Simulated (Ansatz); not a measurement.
C5H5F, SMILES FC1C=CC=C1, a single point in a Gaussian basis

Computed with the Python package of Ansatz (0.2.0).

Contents of `c5h5f.xyz`:
```text
11

F    -1.89990   -0.27640    1.07420
C    -1.04310   -0.41490   -0.00210
C    -0.55520    0.92020   -0.45840
C     0.75700    1.00460   -0.31580
C     1.25170   -0.24190    0.23840
C     0.23220   -1.06380    0.42380
H    -1.52490   -0.97470   -0.83110
H    -1.17850    1.71270   -0.85120
H     1.35640    1.86780   -0.57270
H     2.28420   -0.47010    0.46680
H     0.32030   -2.06360    0.82790
```

The script, `energy_c5h5f.py`:
```python
import ansatz as az
import numpy as np
import pandas as pd

BASIS = 'def2-SVP'
XC = 'b3lyp'


def main() -> None:
    geometry = az.Crystal.molecule_from_extxyz('c5h5f.xyz')

    base = geometry.calculation().basis(gaussian=BASIS).functional(XC).forces()
    summary = base.session().plan(threads=1).execute().report

    for key in ('converged', 'free_energy_ev', 'reference_energy_ev', 'n_frozen', 'n_occupied', 'n_virtual'):
        print(f'{key:22s} {summary[key]}')

    state = summary['mean_field']['state']
    print(f'mean field: {state["energy"]["hartree"]:.7f} Ha, <S^2> = {abs(state["spin_squared"]):.4f}, stability: {state.get("stability", {}).get("kind")}')

    symbols = [site.symbol for site in geometry.cartesian_sites]
    print('forces (eV/A)')
    for symbol, f in zip(symbols, summary['forces_ev_ang']):
        print(f'  {symbol:2s} {f[0]:9.4f} {f[1]:9.4f} {f[2]:9.4f}')

    charges = summary['charge_distribution']
    table = pd.DataFrame({'atom': symbols, 'mulliken': charges['mulliken_charges_e'], 'lowdin': charges['lowdin_charges_e']})
    print(table.round(3).to_string())
    print('dipole (e A):', np.round(charges['dipole_moment_e_ang'], 4) + 0.0)


if __name__ == '__main__':
    main()
```

```console
$ python energy_c5h5f.py
converged              True
free_energy_ev         -7975.744212828595
reference_energy_ev    -7975.744212828595
n_frozen               0
n_occupied             [22, 22]
n_virtual              [87, 87]
mean field: -293.1031937 Ha, <S^2> = 0.0000, stability: minimum
forces (eV/A)
  F    -0.5489   -0.2613   -0.0983
  C     0.0578    0.0877    0.1481
  C    -1.0375    0.8595   -0.5662
  C     0.7513    0.7264   -0.2696
  C     1.0709   -0.0807    0.0900
  C    -0.1469   -1.3862    0.4313
  H    -0.1806    0.0134    0.1917
  H    -0.3931    0.1273   -0.0494
  H     0.2734    0.2377   -0.0673
  H     0.3681    0.0025    0.0373
  H    -0.2145   -0.3264    0.1523
   atom  mulliken  lowdin
0     F    -0.262   0.043
1     C     0.366   0.014
2     C    -0.069  -0.050
3     C     0.026  -0.006
4     C     0.026  -0.006
5     C    -0.069  -0.050
6     H     0.022   0.011
7     H    -0.005   0.010
8     H    -0.014   0.012
9     H    -0.014   0.012
10    H    -0.005   0.010
dipole (e A): [ 0.2443 -0.0196 -0.2621]
```

Caveats:
- Total energies depend on the basis set; only differences at equal settings carry meaning.
- The geometry is a force-field or estimated start, not a minimum of this method, and the basis set is short of its limit.
- The Löwdin charges here are taken after orthogonalising the functions within each atom; they differ from plain Löwdin charges, and their signs can be unphysical.
- b3lyp holds the VWN-RPA fit, as in Gaussian; the form of ORCA and Turbomole is b3lyp5.
- Finished in 7.6 s on 1 thread of Intel(R) Xeon(R) Platinum 8488C (Sapphire Rapids), on a shared host, peak memory 0.33 GiB.

(Lines on the test bed's own set-up are left out of the output.)
